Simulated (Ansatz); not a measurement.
methylamine (SMILES CN) moved off its minimum; all values from Ansatz (a first-principles code), cores frozen in correlated methods.
(charge 0, multiplicity 1)
```xyz
7

C     -0.68270     0.12430     0.08710
N      0.72099    -0.08744    -0.20846
H     -1.31119    -0.56044    -0.49601
H     -0.95965     1.13133    -0.20873
H     -1.00787    -0.03658     1.14954
H      0.99443    -1.06720     0.05009
H      1.30636     0.51945     0.32447
```

Give the forces (eV/Å), the total energy and the dipole at CCSD(T)/aug-cc-pVTZ.


| atom | Fx | Fy | Fz |
|---|---|---|---|
| C1 | -0.954 | -0.289 | 0.699 |
| N2 | 0.292 | -2.002 | -0.203 |
| H3 | 0.260 | 0.071 | -0.117 |
| H4 | -0.075 | 0.216 | 0.024 |
| H5 | 0.413 | 0.241 | -0.534 |
| H6 | -0.291 | 1.313 | -0.325 |
| H7 | 0.357 | 0.451 | 0.456 |
Energy -95.7040 hartree, dipole 1.28 D.
